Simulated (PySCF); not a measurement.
An EPR property job and its printed output. Input:

```
{"job": {"kind": "epr", "basis": "pcH-1"}, "charge": 0, "multiplicity": 2}
B      1.350081    -0.408084     0.059719
Si    -0.503804     0.034647    -0.020534
H      2.451281    -0.056689    -0.009030
H     -1.104041    -0.078056     1.322801
H     -0.917681     1.382059    -0.480540
H     -1.272714    -0.871888    -0.893991
```

Theory: PySCF, UKS B3LYP, pcH-1 on B H Si, non-relativistic, mean-field spin-orbit, GIAO. Isolated species at its GFN2-xTB geometry, gas phase. Couplings are sensitive to structure, and on GFN2-xTB geometries they can be far from those on DFT ones.

Output of the driver script. The program numbers atoms from 0.

```
UKS, coarse grid
  cycle   1  E = -316.64083752  |g| = 1.13e-01
  cycle   2  E = -316.64628146  |g| = 4.26e-02
  cycle   3  E = -316.64703265  |g| = 1.34e-02
  cycle   4  E = -316.64718187  |g| = 5.16e-03
  cycle   5  E = -316.64720399  |g| = 6.82e-04
  cycle   6  E = -316.64720475  |g| = 1.49e-04
UKS, final grid
  cycle   1  E = -316.64720538  |g| = 8.95e-05
  cycle   2  E = -316.64720540  |g| = 6.80e-05
  cycle   3  E = -316.64720540  |g| = 2.41e-05
internal stability: stable
E = -316.64720540 Eh   <S^2> = 0.7525 (exact 0.7500)
g shifts (ppm)      1          2          3
  rmc           -82        -82        -82
  gc             20         11         11
  oz_so       -2225       -211        165
  total       -2288       -282         94
hyperfine (MHz)  atom isotope    a_iso     a_fc   dipolar eigenvalues
    0   11B     188.30     188.44    -46.99    -45.30     92.29
    1  29Si       1.54       1.57     -7.16     -0.13      7.29
    2    1H     -25.34     -25.32    -22.59      1.84     20.74
    3    1H      -1.85      -1.84     -3.38     -1.94      5.32
    4    1H     117.06     117.06     -2.98     -0.86      3.84
    5    1H      13.54      13.55     -3.25     -1.83      5.08
```

|g| in the SCF lines is the orbital gradient. In the g block, columns 1 to 3 are the principal axes in rising order; rmc is the relativistic mass correction, gc the gauge correction and oz_so the orbital-Zeeman/spin–orbit term. a_fc is the Fermi-contact part of a_iso, the rest being spin–orbit.

Task: Is the state sound, as far as the log shows?

Result: The SCF converged after 9 cycles in all, 6 of them on the coarse grid, and the solution passed the internal stability test. The unrestricted determinant has ⟨S²⟩ = 0.7525 (exact 0.7500), so spin contamination is small.

Task: What are the principal g values and g_iso?

Result: Adding the total shifts to 2.002319 gives 2.00003, 2.00204, 2.00241; their mean shift is -825 ppm, so g_iso = 2.00149.

Task: Which couplings shape the isotropic spectrum at natural abundance (0.05 mT or more)? Keep the log's numbering.

Result: atom 0 (11B, I = 3/2): 188.3 MHz = 6.72 mT in magnitude, a 1:1:1:1 quartet; atoms 3, 4, 5 (1H, I = 1/2): mean 42.9 MHz = 1.53 mT in magnitude, a 1:3:3:1 quartet; atom 2 (1H, I = 1/2): -25.3 MHz = 0.90 mT in magnitude, a 1:1 doublet. Together 32 lines to first order. Means are taken over nuclei equivalent by connectivity, which assumes that they swap fast. The three 1H nuclei of mean +42.9 MHz run from -1.8 to 117.1 MHz in the frozen geometry. Main isotope only: 11B (natural samples also hold 20 % 10B, magnetic too, which adds its own pattern).

The species is `[BH][SiH3]` [radical]. The run used 100 basis functions and 11 iterations of the response equations. 

On Arm Neoverse V1, one thread, no GPU, shared host with 32 logical CPUs at a one-minute load of 15, this took 9.2 s wall (with the writing of density and orbital grids) and 0.32 GiB of memory at its peak.
Labels such as C1 count atoms from 1, the log's own numbers from 0.
